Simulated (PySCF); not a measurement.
# N2H (SMILES [N]=N) at FCI/STO-3G

What is the energy change on altering one bond length of N2H at FCI/STO-3G? Input form: a Python script.

Program for the calculation: PySCF 2.14.0.

9 further runs of the same task are left out: 9 set aside as unsound or not needed.

## 1. The molecule

The species is N2H (3 atoms), meant as a doublet with charge 0. SMILES: `[N]=N`. Geometry: relaxed at PBE0-D4/def2-TZVP.

Bond lengths: N1–N2 1.165 Å, N2–H3 1.057 Å. Angles: N1–N2–H3 117.5°.

## 2. The energy at FCI/STO-3G

The input, job.py:

```python
from pyscf import gto, scf, mcscf

mol = gto.Mole()
mol.atom = 'N 0.710530 -0.606720 0.326180; N -0.268660 -0.217710 -0.170100; H -0.441870 0.824430 -0.156080'
mol.verbose = 3
mol.max_memory = 1860
mol.basis = 'sto-3g'
mol.spin = 1
mol.build()

hf = scf.ROHF(mol)
hf.conv_tol = 1e-10
hf.kernel()
if not hf.converged:
    hf = hf.newton().run(hf.mo_coeff, hf.mo_occ)

cas = mcscf.CASCI(hf, hf.mo_coeff.shape[-1] - 2, (mol.nelec[0] - 2, mol.nelec[1] - 2))  # full CI above the frozen core
cas.fix_spin_(ss=0.75)
cas.kernel()
etot = cas.e_tot
print('Final energy', etot)
```

Run with:

```
$ OMP_NUM_THREADS=1 python job.py
```

What it wrote:

```text
converged SCF energy = -107.979815416156
CASCI E = -108.117549441979  E(CI) = -34.9133422663150  S^2 = 0.7500000
Final energy -108.1175494419794
```

It took 1.1 s on 1 thread of AMD EPYC 7R43 (Zen 3), shared host; peak memory 0.12 GiB.

## 3. The distorted shape, same level

The input, run.py:

```python
from pyscf import gto, scf, mcscf

mol = gto.M(
    atom='''
N        1.022311      -2.482590       0.300944
N        0.043121      -2.093580      -0.195336
H       -0.441870       0.824430      -0.156080
''',
    spin=1,
    charge=0,
    verbose=3,
    basis='sto-3g',
    max_memory=1860,
)

mf = scf.ROHF(mol)
mf.conv_tol = 1e-10
mf.kernel()
if not mf.converged:
    mf = mf.newton().run(mf.mo_coeff, mf.mo_occ)

cas = mcscf.CASCI(mf, mf.mo_coeff.shape[-1] - 2, (mol.nelec[0] - 2, mol.nelec[1] - 2))  # full CI above the frozen core
cas.fix_spin_(ss=0.75)
cas.kernel()
etot = cas.e_tot
print('Final energy', etot)
```

Run with:

```
$ OMP_NUM_THREADS=1 python run.py
```

What it wrote:

```text
converged SCF energy = -107.964075663507
CASCI E = -108.141612857480  E(CI) = -32.6603164095565  S^2 = 0.7500000
Final energy -108.14161285748037
```

Run time: 1.3 s. Hardware: 1 thread of AMD EPYC 7R43 (Zen 3), shared host; peak memory 0.12 GiB.

## 4. Outcome

Level: FCI/STO-3G, 2 core orbitals frozen.

| quantity | value |
| --- | --- |
| first shape: total energy | -108.11755 Eh |
| first shape: dipole moment (Hartree–Fock density) | 1.83 D |
| first shape: correlation energy (2 core orbitals frozen) | -137.7 mEh |
| distorted shape: total energy | -108.14161 Eh |
| distorted shape: dipole moment (Hartree–Fock density) | 0.00 D |
| distorted shape: correlation energy (2 core orbitals frozen) | -177.5 mEh |
| energy change with the N2–H3 bond stretched from 1.057 to 2.958 Å | -0.655 eV |

**Reading.** With the N2–H3 bond stretched from 1.057 to 2.958 Å the energy falls by 0.65 eV (15.1 kcal/mol). The first shape isn't relaxed at this level, so the change isn't measured from a minimum. The minimal basis adds a large error of its own.
